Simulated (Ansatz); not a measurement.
# B2− (quartet): from Hartree-Fock to the top rungs, aug-cc-pVTZ

One table from this session's results is given with a row withheld; the runs are named, their logs left out.

The runs use Ansatz 0.2.0, Gaussian basis; aug-cc-pVTZ, core rule «outside noble gas», up to 2 orbitals frozen.

To be run: UHF; CCSD(T) on ROHF; CCSD(T) on UHF; BCCD(T) on ROHF; CCSDT(Q) on ROHF; CCSDT(Q) on UHF; CASSCF and MRCISD+Q, 7 electrons in 8 orbitals; CASSCF and NEVPT2, 7 electrons in 8 orbitals.

5 further runs of the same task are left out: 5 set aside as unsound or not needed.

## The system

The geometry is a PBE0/def2-TZVPD stationary point (not a proven minimum).

2 atoms, charge -1, spin multiplicity 4.

Atoms are counted from 1 here; the program's logs count them from 0.

Bond lengths: B1–B2 1.620 Å.

The first run:

in.yaml reads:

```yaml
crystal:
  periodic: [false, false, false]
  atoms:
    - {symbol: B, position_ang: [0.000000, 0.000000, 0.000000]}
    - {symbol: B, position_ang: [0.000000, 0.000000, 1.619800]}
basis:
  gaussian: {orbitals: aug-cc-pVTZ}
total_charge: -1
magnetization: {spin_polarized: true, initial_magnetization: 3}
hamiltonian: {xc: hf}
output: {orbitals: {seedname: orbitals}}
```

Command:

```console
ansatz run in.yaml --threads 1 --pin off --events-out ev --progress --plain --max-ram 4096MiB --backend cpu
```

Among the steps run: UHF; CCSD(T) on ROHF; CCSD(T) on UHF; BCCD(T) on ROHF; CCSDT(Q) on ROHF; CCSDT(Q) on UHF; CASSCF and MRCISD+Q, 7 electrons in 8 orbitals; CASSCF and NEVPT2, 7 electrons in 8 orbitals.

One table of the session follows, with a row left open; its other results are not shown here.

```
          method  from RCCSDT(Q) (kJ/mol)
            RMP2                    +98.0
            UMP2                   +101.6
           RCCSD                    +41.9
           UCCSD                    +41.3
        RCCSD(T)                     +7.1
        UCCSD(T)                     +7.0
         BCCD(T)                     +7.1
          RCCSDT                     +3.0
          UCCSDT                     +2.8
       RCCSDT(Q)                        0
       UCCSDT(Q)                     -0.2
  CASSCF valence                        ?
  NEVPT2 valence                    +77.6
  MRCISD valence                    +26.4
MRCISD+Q valence                     +2.0
```

Estimate the missing values for CASSCF valence.

**Answer.** from RCCSDT(Q) (kJ/mol): +329.1. In the column «from RCCSDT(Q) (kJ/mol)» it is the highest.

Left out of the table: ROHF, UHF (another determinant or state than the rows shown).

To keep in mind: Warnings: coupled cluster took another determinant than the lowest. Restricted and unrestricted rows rest on different reference determinants; where their highest levels disagree by more than a few hundredths of an eV, they describe different states and don't form one ladder.
